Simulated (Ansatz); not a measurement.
Steps of a relaxation of `C/C=C\Cl` with RKS PBE0-D4/def2-TZVP.

```sh
$ ansatz run in.yaml --threads 4 --pin off --events-out ev --progress --plain --max-ram 10444MiB
```

```yaml
crystal:
  periodic: [false, false, false]
  atoms:
    - {symbol: C, position_ang: [-0.028656, 0.971986, -0.623638]}
    - {symbol: C, position_ang: [0.575038, -0.192725, 0.105603]}
    - {symbol: C, position_ang: [-0.112626, -1.155240, 0.745677]}
    - {symbol: Cl, position_ang: [-1.853515, -1.179523, 0.815238]}
    - {symbol: H, position_ang: [-0.702355, 0.630420, -1.438364]}
    - {symbol: H, position_ang: [-0.655565, 1.589320, 0.054764]}
    - {symbol: H, position_ang: [0.745386, 1.625375, -1.067486]}
    - {symbol: H, position_ang: [1.673701, -0.291756, 0.135517]}
    - {symbol: H, position_ang: [0.358592, -1.997877, 1.272700]}
basis:
  gaussian: {orbitals: def2-TZVP}
hamiltonian: {xc: pbe0, dispersion: d4}
relax: {f_tol: 0.005, max_steps: 150}
```

Positions (Å) and forces (eV/Å) along the path, 6 of 6 steps:

```xyz
9
step=1 energy=-15708.2689 eV
C    -0.029    0.972   -0.624   -0.205    0.197   -0.120
C     0.575   -0.193    0.106   -0.224   -0.655    0.431
C    -0.113   -1.155    0.746    0.460    0.404   -0.275
Cl   -1.854   -1.180    0.815    0.504    0.017   -0.027
H    -0.702    0.630   -1.438    0.357    0.140    0.394
H    -0.656    1.589    0.055    0.335   -0.310   -0.307
H     0.745    1.625   -1.067   -0.351   -0.346    0.233
H     1.674   -0.292    0.136   -0.587    0.054   -0.018
H     0.359   -1.998    1.273   -0.290    0.498   -0.311
9
step=2 energy=-15708.3119 eV
C    -0.032    0.965   -0.619   -0.049    0.078   -0.047
C     0.570   -0.193    0.107   -0.025   -0.150    0.093
C    -0.107   -1.144    0.738   -0.020    0.062   -0.038
Cl   -1.839   -1.168    0.808    0.234   -0.006   -0.003
H    -0.694    0.624   -1.426    0.104    0.043    0.120
H    -0.648    1.576    0.055    0.098   -0.093   -0.094
H     0.738    1.607   -1.055   -0.101   -0.088    0.060
H     1.656   -0.290    0.135   -0.157    0.029   -0.013
H     0.357   -1.977    1.258   -0.084    0.125   -0.077
9
step=3 energy=-15708.3154 eV
C    -0.032    0.964   -0.618    0.005   -0.002   -0.001
C     0.567   -0.194    0.106    0.015   -0.001    0.006
C    -0.108   -1.142    0.737   -0.088    0.003    0.000
Cl   -1.832   -1.169    0.808    0.055   -0.004    0.001
H    -0.691    0.625   -1.422   -0.007   -0.002   -0.009
H    -0.644    1.572    0.053   -0.006    0.006    0.006
H     0.737    1.602   -1.052    0.006    0.001   -0.001
H     1.649   -0.287    0.133    0.009    0.005   -0.005
H     0.355   -1.970    1.255    0.011   -0.007    0.003
9
step=4 energy=-15708.3155 eV
C    -0.032    0.964   -0.618    0.000    0.001    0.002
C     0.567   -0.193    0.107    0.014   -0.008    0.000
C    -0.108   -1.142    0.737   -0.037    0.002    0.001
Cl   -1.831   -1.170    0.809    0.013   -0.002    0.000
H    -0.690    0.625   -1.423   -0.001    0.000   -0.002
H    -0.645    1.573    0.052   -0.002    0.002    0.001
H     0.737    1.601   -1.052    0.002    0.001   -0.001
H     1.648   -0.287    0.133    0.002    0.003   -0.002
H     0.354   -1.971    1.254    0.010    0.001    0.000
9
step=5 energy=-15708.3156 eV
C    -0.032    0.964   -0.618   -0.001   -0.001   -0.002
C     0.566   -0.194    0.106    0.005   -0.002    0.006
C    -0.109   -1.142    0.737   -0.004    0.000    0.000
Cl   -1.831   -1.171    0.809   -0.004    0.001    0.000
H    -0.691    0.626   -1.423    0.001    0.001    0.000
H    -0.644    1.574    0.052    0.001   -0.001    0.000
H     0.738    1.601   -1.052   -0.001    0.000    0.000
H     1.648   -0.287    0.133   -0.001    0.000    0.000
H     0.355   -1.970    1.255    0.005    0.002   -0.003
9
step=6 energy=-15708.3156 eV
C    -0.032    0.964   -0.618    0.001   -0.001    0.001
C     0.566   -0.194    0.107    0.002    0.000    0.000
C    -0.110   -1.142    0.737    0.001    0.004   -0.003
Cl   -1.832   -1.171    0.809   -0.001   -0.002    0.001
H    -0.690    0.626   -1.423   -0.001    0.000    0.001
H    -0.644    1.574    0.052   -0.001    0.000   -0.002
H     0.738    1.601   -1.052    0.001   -0.001    0.001
H     1.648   -0.287    0.134    0.001    0.000    0.000
H     0.356   -1.970    1.254   -0.002   -0.001    0.001
```

Hardware: 4 threads of an Arm Neoverse V2 on a shared host. Wall time 11 s, peak host memory 0.34 GiB.
